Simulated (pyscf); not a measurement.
Single points on ωB97X-D3(BJ)/def2-SVP structures (PySCF, gas phase).

Estimate by transition-state theory the rate constant of SnH₃• + SnH₄ → H₃Sn–SnH₃ + H atom (H•) (doublet surface; H–Sn broken, Sn–Sn formed) at 600 K, with ωB97M-D3(BJ)/def2-TZVP energies (ideal gas, 1 atm, RRHO with modes under 100 cm⁻¹ raised to 100, one conformer, R ln 2 for chiral ones without a mode under 150 cm⁻¹; no tunnelling).

The electronic barrier is 21.7 kcal/mol and the thermal terms add +15.5, so ΔG‡ = 37.1 kcal/mol. With k_BT/h = 1.25e+13 s⁻¹ and RT = 1.192 kcal/mol, and a volume of 8.18e-20 cm³ per molecule at 1 atm, k = 3.1e-20 cm³ molecule⁻¹ s⁻¹. Wigner's tunnelling factor for 312i cm⁻¹ would be 1.02. A shift of 1 kcal/mol in the barrier changes k by a factor 2.3. This is the saddle that the search found; another between the same sides may lie lower. The angle at the attacked Sn is 60° (front-side attack). Elements past Kr carry the def2 core potentials, without spin-orbit coupling.
